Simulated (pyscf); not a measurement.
borane (BH₃) + formaldehyde (H₂C=O) → borane (BH₃) + formaldehyde (H₂C=O) (four-centre exchange; singlet surface; B–H, C–H broken, B–H, C–H formed). Structures and frequencies: ωB97X-D3(BJ)/def2-SVP in PySCF. Correlated levels are frozen-core, on RHF or UHF. ΔMP2 is the change of the MP2 total energy from the triple- to the quadruple-zeta basis. Energies in eV from the separated reactants.

| level | barrier | reaction energy |
|---|---|---|
| ωB97X-D3(BJ)/def2-TZVP | 0.30 | 0.00 |
| M06-2X/def2-TZVP | 0.28 | 0.00 |
| ωB97M-D3(BJ)/def2-TZVP | 0.27 | 0.00 |
| HF/def2-TZVP | 1.46 | 0.00 |
| CCSD/def2-TZVPP | 0.59 | 0.00 |
| CCSD(T)/def2-TZVPP | 0.40 | 0.00 |
| CCSD(T)/def2-TZVPP + ΔMP2(QZVPP) | ? | 0.00 |

Question: Fill in the missing entries.

Answer: 
- CCSD(T)/def2-TZVPP + ΔMP2(QZVPP), barrier: 0.38

The reactants may also form a dative adduct at BH₃; it and routes through it were not searched. The products may also form a dative adduct at BH₃; it and routes through it were not searched. At the saddle there is also a short B–C contact that neither side keeps. One saddle was located; it need not be the lowest between these sides. The CCSD(T) − MP2 part came from Ansatz, without density fitting, on the same reference.
